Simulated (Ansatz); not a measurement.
# MgSiH (doublet): the correlation ladder at distance Mg2–H3 = 3.187 Å, 6-31G

An exercise on one series of results from a longer session: the logs are not shown, and one member is left open.

Computed with Ansatz 0.2.0, Gaussian basis. Level: 6-31G, core rule «outside noble gas», up to 10 orbitals frozen.

To be run: UHF; CCSD(T) on ROHF; CCSD(T) on UHF; BCCD(T) on ROHF; CISD as a restricted active space (open shells left free, so some higher excitations enter); CCSDT(Q) on ROHF; CCSDT(Q) on UHF; CISDTQ; CCSDTQ on ROHF; CCSDTQ on UHF; CASSCF and MRCISD+Q, 3 electrons in 3 orbitals; CASSCF and NEVPT2, 3 electrons in 3 orbitals; CASSCF and MRCISD+Q, 7 electrons in 9 orbitals; CASSCF and NEVPT2, 7 electrons in 9 orbitals; Full CI; Full CI in the symmetry of the determinant.

25 further runs of the same task are left out: 19 that didn't finish, 6 set aside as unsound or not needed. Runs told in other sessions of the task aren't counted.

### What is computed

The geometry derives from a PBE0/def2-TZVP stationary point (not a proven minimum). One bond is set to the value named and the two fragments are kept rigid.

3 atoms, charge 0, spin multiplicity 2.

Atoms are counted from 1 here; the program's logs count them from 0.

Bond lengths: Si1–Mg2 2.611 Å.

Set-up of the first run:

Input file in.yaml:

```yaml
crystal:
  periodic: [false, false, false]
  atoms:
    - {symbol: Si, position_ang: [0.000000, 0.000000, -2.802730]}
    - {symbol: Mg, position_ang: [0.000000, 0.000000, -0.192135]}
    - {symbol: H, position_ang: [0.000000, 0.000000, 2.994865]}
basis:
  gaussian: {orbitals: 6-31G}
magnetization: {spin_polarized: true, initial_magnetization: 1}
hamiltonian: {xc: hf}
output: {orbitals: {seedname: orbitals}}
```

Started as:

```sh
> ansatz run in.yaml --threads 1 --pin off --events-out ev --progress --plain --max-ram 2393MiB
```

Steps of the session up to this table: UHF; CCSD(T) on ROHF; CCSD(T) on UHF; BCCD(T) on ROHF; CISD as a restricted active space (open shells left free, so some higher excitations enter); CCSDT(Q) on ROHF; CCSDT(Q) on UHF; CISDTQ; CCSDTQ on ROHF; CCSDTQ on UHF; CASSCF and MRCISD+Q, 3 electrons in 3 orbitals; CASSCF and NEVPT2, 3 electrons in 3 orbitals; CASSCF and MRCISD+Q, 7 electrons in 9 orbitals; CASSCF and NEVPT2, 7 electrons in 9 orbitals; Full CI; Full CI in the symmetry of the determinant.

One of the session's tables, all rows but one given; the rest of the session is left out.

It belongs to the step «Misses and costs». 

```
          method  from FCI (kJ/mol)
            UMP2              +90.2
           UCCSD               +6.8
        UCCSD(T)               -2.2
          UCCSDT               +0.9
       UCCSDT(Q)               -0.8
         UCCSDTQ               -0.1
  CASSCF valence              +46.2
  NEVPT2 valence              +14.0
  MRCISD valence                  ?
MRCISD+Q valence               -0.1
             FCI                  0
```

Estimate the missing values for MRCISD valence.

**Answer.** from FCI (kJ/mol): +0.8. In the column «from FCI (kJ/mol)» it lies between FCI (0) and UCCSDT (+0.9).

Left out of the table: CASSCF pair, NEVPT2 pair, MRCISD pair, MRCISD+Q pair (the active space lost an orbital or holds another state than full CI finds).

To keep in mind: The determinant of CCSDTQ (⟨S²⟩ 2.21) is far from a pure spin state, so its energy mixes those of several spin states; high orders of coupled cluster remove much of that, low ones don't. Left out of the table: ROHF, UHF, RMP2, CISD, RCCSD, RCCSD(T), BCCD(T), RCCSDT, CISDTQ, RCCSDT(Q), RCCSDTQ (another determinant or state than the rows shown). The program flags UCCSD(T) as in doubt, so read those rows with care; the flags are large difference. UCCSD(T), UCCSDT(Q) fall below full CI: unrestricted runs freeze a spin-polarised core, another one than full CI's, and coupled cluster isn't variational. Levels on UHF freeze UHF's core orbitals, full CI those of ROHF, so the U rows can settle a little off it for that reason alone. Warnings in the runs' records: passed over end.
